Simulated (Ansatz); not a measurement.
We consider cubic perovskite SrTiO₃ (cubic form, which distorts at low temperature), described by BLYP (PAW; Ansatz, a quantum-chemistry and plane-wave program).

Numerical settings: plane-wave cutoff 520 eV, 10×10×10 k mesh, Fermi–Dirac smearing 0.01 eV, no spin polarisation, scalar-relativistic PAW data made under PBE.

The cell has the measured lattice: a = b = c = 3.9050 Å, α = β = γ = 90.00°.

Estimate the band gap and smallest direct gap on the k points sampled that the calculation returns.


- band gap: 1.92 eV
- smallest direct gap on the k points sampled: 2.26 eV

Measured, for comparison: band gap 3.59 eV (zero-point renormalisation of 336 meV (experimental, the table's column) added back here, indirect; inputs from Miglio et al. (2020), arXiv:2011.12765).

Note: cell and atoms aren't relaxed at this level (pressure 9.3 GPa).

Spin–orbit coupling is not included.

Cost on a shared machine: about 10 core-seconds (a rough figure).
